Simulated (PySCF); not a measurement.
**Ionisation energy of F by level of theory**

F [He] 2s2 2p5 (2P) → F⁺ [He] 2s2 2p4 (3P), as a difference of total energies. All numbers are calculated (PySCF 2.14, no relativity, point nucleus, in def2-SVP (3s2p1d, 14 functions)). Correlated levels: valence: 1s2 frozen. The calculations carry no spin-orbit coupling.

| method | ionisation energy (eV) |
| --- | --- |
| UHF | 15.772 |
| M06-L | 17.523 |
| PBE0 | 17.346 |
| MP2 (valence) | 16.959 |
| SCS-MP2 (valence) | 16.914 |

**Question.** Estimate what CCSD(T) (valence) gives.

**Answer.** 16.881 eV, closest to SCS-MP2 (valence) among the rows shown.

**Question.** Estimate what CCSD (valence) gives.

**Answer.** 16.879 eV, closest to SCS-MP2 (valence) among the rows shown.

Errors of the correlated levels include the incompleteness of this basis and the frozen core.

For comparison: 17.427 eV (measured; NIST levels, between the centres of gravity of the two terms).
